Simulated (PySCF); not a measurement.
## CO and its ions

RHF-SCS-MP2; basis C cc-pVTZ, O cc-pVTZ; no relativity; PySCF 2.14. Neutral (RHF): singlet (closed shell), Re = 1.136 Å, ωe = 2146 cm⁻¹, De = 11.29 eV.

CO⁺ (ROHF): doublet (σ ↑), Re = 1.125 Å, ωe = 2142 cm⁻¹, De = 8.50 eV to C⁺ + O. The energies at the minima are -113.12844 hartree for CO and -112.61839 for CO⁺.

Task: Work out the adiabatic ionisation energy, without and with harmonic zero-point energies (1 hartree = 27.2114 eV, 1 eV = 8065.5 cm⁻¹), and the change of the bond length.

Result: At SCS-MP2: 0.51005 hartree = 13.879 eV between the minima; the zero-point term (2142.0 − 2146.0)/2 cm⁻¹ = -0.000 eV makes it 13.879 eV. Re changes by -1.1 pm against the neutral. The electron leaves a σ orbital, and the small change of length marks it as nearly non-bonding.

Correlated steps freeze 2 core orbitals. For an ion De counts to the pair picked by the measured ionisation energies or electron affinities, which need not be the lowest pair at this level. Where the molecule has an RHF reference, its open-shell atoms are computed with UHF. States were picked by a PBE0 search and need not be the measured ground states.
